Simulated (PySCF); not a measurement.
Highest orbital energy against ionisation energy along the third row

Calculated with PySCF 2.14, no spin-orbit coupling. Each cell gives −ε(HOMO) / ΔSCF in eV; NIST values include spin-orbit coupling, (s) semi-empirical, (t) theoretical.

| species | UHF | LDA | PBE | PBE0 | r2SCAN | NIST (lowest levels) |
| --- | --- | --- | --- | --- | --- | --- |
| Mg (aug-cc-pVTZ-DK, spin-free X2C) | 6.896 / 6.617 | 4.781 / 7.733 | 4.704 / 7.624 | 5.433 / 7.553 | 4.822 / 7.377 | 7.646 |
| Al (aug-cc-pVTZ-DK, spin-free X2C) | 5.919 / 5.589 | 3.010 / 6.019 | 3.087 / 6.061 | 3.898 / 6.079 | 3.340 / 6.153 | 5.986 |
| Si (aug-cc-pVTZ-DK, spin-free X2C) | 8.186 / 7.629 | 4.574 / 8.229 | 4.601 / 8.189 | 5.622 / 8.209 | 4.912 / 8.315 | 8.152 |
| P (aug-cc-pVTZ-DK, spin-free X2C) | 10.658 / 9.901 | 6.296 / 10.574 | 6.289 / 10.484 | 7.527 / 10.524 | 6.697 / 10.633 | 10.487 |
| S (aug-cc-pVTZ-DK, spin-free X2C) | 10.308 / 9.224 | 6.162 / 10.553 | 6.147 / 10.417 | 7.409 / 10.391 | 6.408 / 10.365 | 10.360 |
| Cl (aug-cc-pVTZ-DK, spin-free X2C) | 13.071 / 11.758 | 8.202 / 13.191 | 8.122 / 12.962 | 9.591 / 12.946 | 8.455 / 12.997 | 12.968 |
| Ar (aug-cc-pVTZ-DK, spin-free X2C) | 16.073 / 14.548 | 10.400 / 15.984 | 10.277 / 15.699 | 11.971 / 15.708 | 10.725 / 15.760 | 15.760 |

**Question.** How far is −ε(HOMO) from ΔSCF on average for each method, and why?

**Answer.** UHF 0.84 eV; LDA -4.12 eV; PBE -4.03 eV; PBE0 -2.85 eV; r2SCAN -3.75 eV. Hartree-Fock orbital energies lack relaxation and so exceed the ΔSCF value; semilocal functionals have convex E(N) from self-interaction, so their HOMO lies far too high; exact exchange moves hybrids part of the way back.
